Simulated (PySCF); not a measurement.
**How the method changes the constants of CN**

State: ²Σ⁺ (doublet), unpaired electrons σ ↑. Set-up: PySCF, no relativity, basis sets C pcseg-1, N pcseg-1. De refers to C + N in their high-spin ground configurations, without counterpoise correction. The functionals are run spin-unrestricted. A positive dipole means C(−)N(+).

| Level | Re (Å) | ωe (cm⁻¹) | De (eV) | μ (D) | CPU s a point (SCF and correlation, without the integrals) |
| --- | --- | --- | --- | --- | --- |
| ROHF | 1.134 | 2473 | 3.60 | -2.40 | 0.016 |
| ROHF-MP2 | 1.202 | 1783 | 7.49 | n/a | 0.025 |
| ROHF-SCS-MP2 | 1.196 | 1848 | 7.30 | n/a | n/a |
| ROHF-CCSD | 1.177 | 2143 | 6.75 | n/a | n/a |
| ROHF-CCSD(T) | 1.186 | 2065 | 7.09 | n/a | 0.29 |
| PBE | 1.182 | 2101 | 8.44 | -1.12 | 0.16 |
| PW91 | 1.181 | 2102 | 8.41 | -1.13 | 0.14 |
| r²SCAN | 1.172 | 2156 | 7.59 | -1.44 | 0.23 |
| PBE0 | 1.167 | 2195 | 7.61 | -1.50 | 0.24 |
| r²SCAN0 | 1.160 | 2231 | 6.99 | -1.75 | 0.24 |
| BHandHLYP | 1.154 | 2269 | 6.67 | -1.80 | 0.14 |

(1) Which functional lies closest to ROHF-CCSD(T) in De, which farthest, and by how much do they differ from it?

(2) What does a quarter of exact exchange do here, going from PBE to PBE0?

(3) What does the step from GGA to meta-GGA do here, going from PBE to r²SCAN?

Correlated steps freeze 2 core orbitals. Correlated levels converge slowly with the basis: in double zeta they bind strong bonds too weakly, by up to about 1 eV, and carry superposition errors of some tenths. The CCSD T1 diagnostic is raised, a sign that a single reference may not be enough here. UHF is strongly spin-contaminated for CN, so the ROHF reference used there is far from stable. The state is the lowest determinant that a PBE0 search found; another state may lie lower at other levels.

The whole job (state search and all levels along the bond) took about 0.43 min on 1 thread of Intel Xeon 6975P-C (shared host), peak memory 0.36 GiB.

Answers

(1) Closest is r²SCAN0 (-2.6 pm in Re, +8.0 % in ωe, -0.10 eV in De against ROHF-CCSD(T) in the same basis), farthest PBE (-0.4 pm in Re, +1.7 % in ωe, +1.35 eV in De). CCSD(T) converges more slowly with the basis than the functionals do and binds too weakly in this one, so the order can change at the basis-set limit.

(2) PBE0 less PBE: -1.5 pm in Re, +4.5 % in ωe, -0.83 eV in De. Exact exchange removes part of the self-interaction that spreads semilocal densities, and in most molecules shortens and stiffens the bond and lowers De; so it does here.

(3) r²SCAN less PBE: -1.0 pm in Re, +2.6 % in ωe, -0.85 eV in De.
